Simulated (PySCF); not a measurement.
Isomers of C2H2F2S. The calculation used PySCF 2.14.0, PBE0-D3(BJ)/def2-SVP geometry optimisation, gas phase. One conformer each; no zero-point energy, no entropy. No frequencies were run at this level. Point groups hold within 0.08 Å.

Question: Rank from lowest to highest electronic energy at this level (kJ/mol).
A. `[F:1][CH:2]([F:3])[CH:4]=[S:5]` with F1–C2–C4–S5 -122°
B. `[C@@H]1(F)S[C@@H]1F`
C. `FC1(F)CS1`

Answer: C (0.0), A (19.4), B (33.3).

As drawn, the lowest has two fluorines on one carbon, which the highest lacks.

```json
{"SMILES": "FC1(F)CS1", "E (Eh)": "-674.51100", "E rel (kJ/mol)": "0.0", "dipole (D)": "1.87", "point group": "Cs", "A, B, C (MHz)": "6511, 3572, 3237"}
{"SMILES": "FC(F)C=S", "E (Eh)": "-674.50363", "E rel (kJ/mol)": "19.4", "dipole (D)": "0.31", "point group": "Cs", "A, B, C (MHz)": "9286, 2206, 1907"}
{"SMILES": "F[C@@H]1S[C@@H]1F", "E (Eh)": "-674.49833", "E rel (kJ/mol)": "33.3", "dipole (D)": "2.48", "point group": "Cs", "A, B, C (MHz)": "5095, 4487, 2790"}
```
